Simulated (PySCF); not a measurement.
Geometries of 3 isomers of C3H4F2, from PBE0-D3(BJ)/def2-SVP geometry optimisation, gas phase in PySCF. One conformer each, no zero-point energy, no frequencies.

**Question.** Which isomer lies lowest at this level?
A.
```xyz
9
angstrom
C      1.297    0.006    0.572
C      0.222    0.475   -0.046
F      0.126    1.743   -0.455
C     -1.021   -0.282   -0.386
F     -0.935   -1.577    0.027
H      1.314   -1.038    0.882
H      2.153    0.651    0.770
H     -1.182   -0.250   -1.479
H     -1.890    0.205    0.094
```
B.
```xyz
9
angstrom
C      1.197    0.731   -0.091
C      0.423   -0.337   -0.266
C     -0.988   -0.419    0.219
F     -1.410    0.767    0.707
F     -1.808   -0.768   -0.803
H      2.226    0.752   -0.456
H      0.819    1.618    0.424
H      0.786   -1.235   -0.776
H     -1.112   -1.177    1.016
```
C.
```xyz
9
angstrom
F      2.047    0.219   -1.081
C      0.948    0.485   -0.382
C      0.087   -0.461   -0.026
C     -1.148   -0.174    0.756
F     -1.262    1.162    1.039
H      0.836    1.544   -0.137
H      0.278   -1.500   -0.315
H     -2.044   -0.492    0.192
H     -1.144   -0.735    1.708
```

**Answer.** B. That is `C=CC(F)F`, 5.3 kcal/mol below the next.

| SMILES | atoms numbered as above | E (Eh) | relative (kcal/mol) | relative (kJ/mol) | dipole (D) |
| --- | --- | --- | --- | --- | --- |
| C=CC(F)F | [CH2:1]=[CH:2][CH:3]([F:4])[F:5] | -315.81608 | 0.0 | 0.0 | 1.99 |
| C=C(F)CF | [CH2:1]=[C:2]([F:3])[CH2:4][F:5] | -315.80770 | 5.3 | 22.0 | 0.45 |
| F/C=C/CF | [F:1]/[CH:2]=[CH:3]/[CH2:4][F:5] | -315.80419 | 7.5 | 31.2 | 1.59 |

As drawn, the lowest has two fluorines on one carbon, which the highest lacks.
